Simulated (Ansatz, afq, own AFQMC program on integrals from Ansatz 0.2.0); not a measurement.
Integrals from Ansatz 0.2.0, then the random walk in our own AFQMC program (afq).

```yaml
crystal:
  periodic: [false, false, false]
  atoms:
    - {symbol: O, position_ang: [0.000000, -0.120368, 0.934302]}
    - {symbol: O, position_ang: [0.000000, 0.109298, -0.935144]}
    - {symbol: H, position_ang: [0.000000, 0.846159, 1.007802]}
    - {symbol: H, position_ang: [0.000000, -0.670450, -0.994440]}
basis:
  gaussian: {orbitals: cc-pVDZ}
magnetization: {spin_polarized: true, initial_magnetization: 2}
correlation: {method: ccsd_t, electrons: outside_noble_gas, hamiltonian_folder: ham}
```

```sh
$ ansatz run in.yaml --threads 1 --pin off --events-out ev --progress --plain --max-ram 1382MiB
```

afq runs on the folder ham with

```
--method free --trial cisd --walkers 60 --time-step 0.03 --max-blocks 80 --target-error 0.00045 --factor-cut 1e-05 --seed 8770 --times 0,0.21,0.42,0.81,1.2,1.8,2.4,3 --taylor-order 8
```

Times are imaginary, in 1/Eh. The walk had a cap of 1425 s.

afq prints:

```
orbitals 36  electrons 8 6  factors 262 of 348
reference energy -150.71106014 Eh
CCSD correlation -0.33994466 Eh in 15 cycles, weight of the determinant in the CISD state 0.8344
repeat  energy at the last time / Eh  error
    10  -151.058148  0.003006
    20  -151.061650  0.002509
    30  -151.060942  0.001948
    40  -151.060550  0.001576
    50  -151.061059  0.001517
    60  -151.061496  0.001330
    70  -151.060889  0.001267
    80  -151.061180  0.001179
time / (1/Eh)  energy / Eh  error  mean overlap
  0.00  -151.051355  0.000366  1.1988
  0.21  -151.057931  0.000391  1.2002
  0.42  -151.059645  0.000426  1.1952
  0.81  -151.060604  0.000537  1.2019
  1.20  -151.060934  0.000659  1.2227
  1.80  -151.060795  0.000835  1.2375
  2.40  -151.063841  0.001144  1.2085
  3.00  -151.061180  0.001179  1.2333
energy -151.061180 +/- 0.001179 Eh
```

The run passed its tests (error under three times the target), which doesn't prove that it has relaxed.

Against this walk (error 32.1 meV) on the same determinant: CCSD(T) 49.6 meV higher (within the noise), CCSDT(Q) 229.8 meV lower. The error is statistical, and a free projection of finite length keeps a remainder of its start. None of these is a sure reference here. The last points scatter (meV from the last: 16 ± 15 at 0.81, 7 ± 18 at 1.20, 10 ± 23 at 1.80, -72 ± 31 at 2.40, 0 ± 32 at 3.00); the last is the one printed as the energy, and the gaps above move with that scatter.

Cautions: remainder of the start not in the error; error above the target (32.1 against 12.2 meV); lower spins were not checked; higher spins were not checked; raised T1 diagnostic (T1 0.047, weight of the determinant 0.83, largest double 0.14).

The walk took 3.6 min on 1 thread of Intel(R) Xeon(R) 6975P-C (Granite Rapids), with other jobs on the host. The log's last line is the free-projection energy.

CCSDT and higher add their correlation energy to the determinant of the CCSD(T) run, since their own runs factorise the integrals more tightly (a shift of under 2 meV). A walk keeps the symmetry of its determinant, which the program's search chose and which needn't be the lowest solution, so a lower state of the same spin and another symmetry isn't excluded.
